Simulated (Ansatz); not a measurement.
This geometry of BFH2 + H2S (7 atoms, charge 0, multiplicity 1) is a first-order saddle point.

Theory: Ansatz, RHF/def2-SVP.

```xyz
7
Properties=species:S:1:pos:R:3
B 0.076 -0.249 -0.025
F -0.155 0.011 1.511
H 1.131 0.207 -0.342
H -0.927 -0.020 -0.628
S 0.298 -2.220 0.376
H -0.968 -2.619 0.227
H 0.018 -1.138 1.546
```

Question: Which two structures does it join? (They come from a converged band through this point; their orientation in space is the band's.)

Answer: Bonds broken: B1–F2, S5–H7. Bonds formed: B1–S5, F2–H7. BFH2 + H2S becomes BH3S + FH.

Image 0:

```xyz
7
Properties=species:S:1:pos:R:3
B 0.033 0.469 -0.110
F -0.310 0.723 1.135
H 1.191 0.529 -0.401
H -0.841 0.268 -0.904
S 0.231 -2.722 0.560
H -1.091 -2.904 0.535
H 0.259 -2.392 1.853
```

Image 8:

```xyz
7
Properties=species:S:1:pos:R:3
B 0.112 -0.487 -0.575
F -0.151 -0.024 2.576
H 1.118 0.152 -0.591
H -0.939 -0.055 -0.934
S 0.262 -2.184 0.008
H -1.009 -2.582 -0.103
H 0.079 -0.849 2.287
```

Question: How far does it lie above each of them?

Answer: 1.88 eV above the first and 1.16 eV above the second. This is the barrier of this one path; another mechanism may lie lower. The orbitals stay closed-shell, which can raise the energy where a bond breaks towards radicals; this wasn't checked here.

Run time: 75 s on 1 thread of Arm Neoverse V2 (shared host), peak memory 0.12 GiB.
